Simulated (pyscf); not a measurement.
Single points on ωB97X-D3(BJ)/def2-SVP structures (PySCF, gas phase).

**Question.** For H₃Si–SiH(SiH₃)–Ge(SiH₃)(SiH₃)–SiH₃ -> H₃Si–Si(SiH₃)=Ge(SiH₃)–SiH₃ + SiH₄, an elimination (singlet surface; H–Si, Ge–Si broken, H–Si formed), PBE/def2-TZVP gives ΔE‡ = 208.0 kJ/mol and ΔE = +147.4 kJ/mol (zero: the reactant's lowest minimum found). In which direction and how far do B3LYP-D3(BJ)/def2-TZVP, PBE0-D3(BJ)/def2-TZVP, ωB97M-D3(BJ)/def2-TZVP move these?

**Answer.** B3LYP-D3(BJ): ΔE‡ = 228.1 kJ/mol, ΔE = +163.2 kJ/mol; PBE0-D3(BJ): ΔE‡ = 222.4 kJ/mol, ΔE = +181.1 kJ/mol; ωB97M-D3(BJ): ΔE‡ = 232.9 kJ/mol, ΔE = +172.8 kJ/mol. PBE's barrier lies under all of them, by 14.4 to 24.9 kJ/mol. Its reaction energy lies under all of them, by 15.8 to 33.7 kJ/mol. On the product side the descent ends in a complex (not fully relaxed), 20.5 kJ/mol under the separated species and 72.0 kJ/mol under the saddle at ωB97X-D3(BJ)/def2-TZVP. At the saddle there is also a short Si–Si contact that neither side keeps. At ωB97X-D3(BJ) the barrier from the zero used here is 243.9 kJ/mol. One saddle was located; it need not be the lowest between these sides. Elements up to Kr have no core potential and no relativistic terms here.
